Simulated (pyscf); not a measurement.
Thermochemistry of product channels of `[O]=[O]` [triplet] + `[CH3]` [doublet] on the doublet surface, in kcal/mol, from CCSD(T)/def2-TZVPP + ΔMP2(QZVPP) energies (ideal gas, 1 atm, RRHO with modes under 100 cm⁻¹ raised to 100, one conformer, R ln 2 for rigid chiral ones). PySCF, gas phase, ωB97X-D3(BJ)/def2-SVP geometries. Correlated levels are frozen-core, on RHF or UHF. ΔMP2 is the change of the MP2 total energy from the triple- to the quadruple-zeta basis.

```csv
products,ΔE,ΔH(298 K),ΔG(900 K),ΔG(1200 K)
`[CH3][O]` [doublet] + `[O]` [triplet],+26.1,+27.4,+30.0,+30.8
`[CH2][OH]` [doublet] + `[O]` [triplet],___,+18.6,+20.1,+20.4
`[O][OH]` [doublet] + `[CH2]` [triplet],+61.9,+60.9,+55.8,+54.1
`[CH2]=[O]` + `[OH]` [doublet],-54.0,-53.0,-51.9,-51.3
`[CH2]=[O]` + `[O]` [triplet] + `[H]` [doublet],+51.9,+48.4,+29.3,___
```

Some entries are withheld; supply them.


- `[CH2][OH]` [doublet] + `[O]` [triplet], ΔE: +16.5
- `[CH2]=[O]` + `[O]` [triplet] + `[H]` [doublet], ΔG(1200 K): +22.4

These are energies of the channels, which say nothing of barriers. The CCSD(T) − MP2 part came from Ansatz, without density fitting, on the same reference. Left out: orbital degeneracy and the spin-orbit lowering of OH, O. The orbital near-degeneracy of the XH₃O or XH₃S radical is left out.
